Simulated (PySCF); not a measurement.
# One molecule, many functionals

Cyclopentane, C5H10.
Numbering: `[CH2:1]1[CH2:2][CH2:3][CH2:4][CH2:5]1` (hydrogens: H6, H7 on C1; H8, H9 on C2; H10, H11 on C3; H12, H13 on C4; H14, H15 on C5)

Linear-response calculations in the def2-SVPD basis (PySCF; singlets by full response, triplets Tamm–Dancoff, core orbitals frozen in the response; HF means time-dependent Hartree–Fock). 'Strongest' is the level of largest summed f among the singlets computed (10 roots, of which the last may lack a degenerate partner); it can jump between rows when another state enters that window. S1 is the lowest singlet of each run and needn't be the same state throughout; f(S1) is that of one state. The structure is a single PBE0-D3(BJ)/def2-SVP conformer in the gas phase; no vibrational or solvent corrections.

```json
{"functional": "LDA", "kind": "LDA", "S1 (eV)": "7.25", "f(S1)": "0.001", "strongest (eV)": "8.33", "T1 (eV)": "7.14", "HOMO (eV)": "-7.26", "gap (eV)": "7.22", "ionisation energy, ΔSCF (eV)": "10.32"}
{"functional": "PBE", "kind": "GGA", "S1 (eV)": "7.36", "f(S1)": "0.000", "strongest (eV)": "8.42", "T1 (eV)": "7.22", "HOMO (eV)": "-7.28", "gap (eV)": "7.33", "ionisation energy, ΔSCF (eV)": "10.33"}
{"functional": "B3LYP", "kind": "global hybrid, 20% exact exchange", "S1 (eV)": "8.00", "f(S1)": "0.000", "strongest (eV)": "9.10", "T1 (eV)": "7.81", "HOMO (eV)": "-8.51", "gap (eV)": "8.97", "ionisation energy, ΔSCF (eV)": "10.82"}
{"functional": "PBE0", "kind": "global hybrid, 25% exact exchange", "S1 (eV)": "8.21", "f(S1)": "0.000", "strongest (eV)": "9.33", "T1 (eV)": "7.97", "HOMO (eV)": "-8.68", "gap (eV)": "9.44", "ionisation energy, ΔSCF (eV)": "10.82"}
{"functional": "CAM-B3LYP", "kind": "range-separated hybrid", "S1 (eV)": "8.43", "f(S1)": "0.000", "strongest (eV)": "9.63", "T1 (eV)": "8.16", "HOMO (eV)": "-10.12", "gap (eV)": "11.54", "ionisation energy, ΔSCF (eV)": "11.09"}
{"functional": "HF", "kind": "Hartree–Fock", "S1 (eV)": "9.69", "f(S1)": "0.000", "strongest (eV)": "11.04", "T1 (eV)": "9.07", "HOMO (eV)": "-12.16", "gap (eV)": "15.00", "ionisation energy, ΔSCF (eV)": "not settled"}
```

S1 runs from 7.25 eV (LDA) to 9.69 eV (HF), a spread of 2.44 eV, while the orbital gap spreads over 7.8 eV. Along PBE (0%), B3LYP (20%), PBE0 (25%), HF (100%) S1 rises with the share of exact exchange. −ε(HOMO) comes closest to its own ΔSCF ionisation energy with CAM-B3LYP (-0.97 eV) and misses most with LDA (-3.05 eV). 'Not settled' means that the ion's SCF failed to converge or may have ended in another state than the lowest.
